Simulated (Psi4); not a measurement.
# C2H3Al (AlH2(CCH)) at HF/3-21G

Aim: the vertical singlet–triplet gap of C2H3Al (AlH2(CCH)) at HF/3-21G, from 2 runs. 

The results are computed with Psi4 1.11.

## (1) The structure to begin with

C2H3Al has 6 atoms, charge 0, and is taken as a singlet. As SMILES, `[H][Al]([H])[C]#C`. The shape comes from GFN2-xTB, which is rough for such elements, and wasn't checked as a minimum.

Bond lengths: Al1–C4 1.944 Å, C4–C5 1.214 Å, Al1–H2 1.550 Å, Al1–H3 1.551 Å, C5–H6 1.056 Å. Angles: Al1–C4–C5 179.8°, H2–Al1–C4 122.5°, H3–Al1–C4 122.6°, C4–C5–H6 179.9°, H2–Al1–H3 114.9°.

## (2) A single-point energy at HF/3-21G

input.inp

```
memory 1600 mb

molecule molecule1 {
  0 1
  Al     0.636700     1.104060     0.008270
  H      2.184640     1.168380     0.055200
  H     -0.074300     2.481620    -0.025410
  C     -0.337220    -0.577860    -0.007010
  C     -0.942540    -1.629920    -0.012640
  H     -1.467290    -2.546290    -0.018410
  units angstrom
  symmetry c1
}

set basis 3-21G
set puream true
set e_convergence 1e-09
set d_convergence 1e-08
set scf_type pk

result, w = energy('hf', return_wfn=True)
oeprop(w, 'LOWDIN_CHARGES', 'MAYER_INDICES', 'DIPOLE')
```

The run is started by

```
$ psi4 -n 1 input.inp input.out
```

input.out:

```text
[...]
  Running in c1 symmetry.
[...]
  Nuclear repulsion =   68.903994349311347
[...]
  Multiplicity = 1
[...]
  Nalpha       = 14
  Nbeta        = 14
[...]
    Number of basis functions: 37
[...]
   @RHF iter   1:  -317.54219144038808   -1.18132e+00   6.31738e-03 DIIS/ADIIS
[...]
   @RHF iter  11:  -317.57409438358673   -1.30740e-12   4.42629e-09 DIIS
[...]
    Orbital Energies [Eh]
    ---------------------
    Doubly Occupied:
       1A    -58.074183     2A    -11.183359     3A    -11.161208
       4A     -4.881777     5A     -3.185876     6A     -3.184892
       7A     -3.183758     8A     -1.017849     9A     -0.733282
      10A     -0.612185    11A     -0.492422    12A     -0.438873
      13A     -0.400986    14A     -0.390549
[...]
  @RHF Final Energy:  -317.57409438358673
   => Energetics <=
    Nuclear Repulsion Energy =             68.9039943493113469
    One-Electron Energy =                -575.0737826779268289
    Two-Electron Energy =                 188.5956939450287564
    Total Energy =                       -317.5740943835867256
[...]
 Multipole Moments:
 ------------------------------------------------------------------------------------
     Multipole            Electronic (a.u.)      Nuclear  (a.u.)        Total (a.u.)
 ------------------------------------------------------------------------------------
 L = 1.  Multiply by 2.5417464519 to convert [e a0] to [Debye]
 Dipole X            :         -0.0761491           -0.0738648           -0.1500139
 Dipole Y            :         -0.1193255           -0.1430968           -0.2624223
 Dipole Z            :         -0.0035448            0.0030403           -0.0005045
 Magnitude           :                                                    0.3022745
[...]
```

It took 1.6 s on 1 thread of Intel Xeon Platinum 8488C (Sapphire Rapids), shared host; peak memory 0.18 GiB.

## (3) The triplet, same level

c2h3al.xyz

```xyz
6
C2H3Al
Al     0.636700     1.104060     0.008270
H      2.184640     1.168380     0.055200
H     -0.074300     2.481620    -0.025410
C     -0.337220    -0.577860    -0.007010
C     -0.942540    -1.629920    -0.012640
H     -1.467290    -2.546290    -0.018410
```

job.py

```python
import psi4

psi4.set_memory('1600 MB')
psi4.set_num_threads(1)
psi4.set_output_file('run.log', False)

with open('c2h3al.xyz') as f:
    atoms = ''.join(f.readlines()[2:])
m = psi4.geometry('0 3\n' + atoms + 'symmetry c1')

psi4.set_options({
    'reference': 'uhf',
    'puream': True,
    'e_convergence': 1e-09,
    'd_convergence': 1e-08,
    'scf_type': 'pk',
    'maxiter': 200,
})

e, wfn = psi4.energy('scf/3-21G', return_wfn=True)
psi4.oeprop(wfn, 'WIBERG_LOWDIN_INDICES', 'MAYER_INDICES', 'MULLIKEN_CHARGES')
print(f'total energy {e:.8f} hartree = {e * 27.211386:.5f} eV')
```

The run is started by

```
$ python job.py
```

run.log:

```text
[...]
  Running in c1 symmetry.
[...]
  Nuclear repulsion =   68.903994349311347
[...]
  Multiplicity = 3
[...]
  Nalpha       = 15
  Nbeta        = 13
[...]
    Number of basis functions: 37
[...]
   @UHF iter   1:  -317.29420224828726   -9.33329e-01   8.05578e-03 ADIIS/DIIS
[...]
   @UHF iter  24:  -317.38337802224709   -9.66338e-13   6.47987e-09 DIIS
[...]
   @S^2 Observed:                2.183237744E+00
[...]
    Orbital Energies [Eh]
    ---------------------
    Alpha Occupied:
       1A    -58.048121     2A    -11.226436     3A    -11.211167
       4A     -4.860687     5A     -3.169510     6A     -3.166812
       7A     -3.162583     8A     -1.083251     9A     -0.771365
      10A     -0.657749    11A     -0.536631    12A     -0.522657
      13A     -0.464483    14A     -0.462665    15A     -0.198415
    Alpha Virtual:
      16A      0.123360    17A      0.136873    18A      0.168938
      19A      0.196975    20A      0.241533    21A      0.274636
      22A      0.297042    23A      0.361515    24A      0.415370
      25A      0.460572    26A      0.717646    27A      0.935852
[...]
  @UHF Final Energy:  -317.38337802224709
   => Energetics <=
    Nuclear Repulsion Energy =             68.9039943493113469
    One-Electron Energy =                -574.5750519353205163
    Two-Electron Energy =                 188.2876795637620830
    Total Energy =                       -317.3833780222470864
  UHF NO Occupations:
  HONO-2 :   13  A 1.9588836
  HONO-1 :   14  A 1.0000000
[...]
 Multipole Moments:
 ------------------------------------------------------------------------------------
     Multipole            Electronic (a.u.)      Nuclear  (a.u.)        Total (a.u.)
 ------------------------------------------------------------------------------------
 L = 1.  Multiply by 2.5417464519 to convert [e a0] to [Debye]
 Dipole X            :         -0.2545304           -0.0738648           -0.3283952
 Dipole Y            :         -0.4368326           -0.1430968           -0.5799294
 Dipole Z            :         -0.0070010            0.0030403           -0.0039607
 Magnitude           :                                                    0.6664662
[...]
  Mulliken Charges: (a.u.)
   Center  Symbol    Alpha    Beta     Spin     Total
       1    AL     6.66579  5.90033  0.76547  0.43388
       2     H     0.73034  0.31852  0.41181 -0.04886
       3     H     0.72918  0.32062  0.40855 -0.04980
       4     C     2.82672  3.45649 -0.62977 -0.28321
       5     C     3.76235  2.64094  1.12141 -0.40329
       6     H     0.28562  0.36310 -0.07748  0.35128
   Total alpha = 15.00000, Total beta = 13.00000, Total charge =  0.00000
  Mayer Bond Indices:
[...]
```

The script printed:

```text
total energy -317.38337802 hartree = -8636.44161 eV
```

It took 1.6 s on 1 thread of Intel Xeon Platinum 8488C (Sapphire Rapids), shared host; peak memory 0.18 GiB.

## (4) Results

At HF/3-21G:

```
                                        quantity          value
                           singlet: total energy  -317.57409 Eh
                          singlet: dipole moment         0.77 D
                            singlet: HOMO energy      -10.63 eV
                            singlet: LUMO energy        0.96 eV
                          singlet: HOMO–LUMO gap       11.59 eV
                           triplet: total energy  -317.38338 Eh
                          triplet: dipole moment         1.69 D
     triplet: HOMO energy (highest over α and β)       -5.40 eV
      triplet: LUMO energy (lowest over α and β)       -3.88 eV
                                   triplet: ⟨S²⟩          2.183
vertical energy of the triplet above the singlet       5.190 eV
```

**Reading.** At this shape the triplet lies 5.19 eV (501 kJ/mol) above the singlet. ⟨S²⟩ (triplet) is 2.18 where a pure triplet has 2.00: the reference is spin-contaminated. Mulliken charges (triplet) run from -0.40 on C5 to +0.43 on Al1; they depend strongly on the basis.
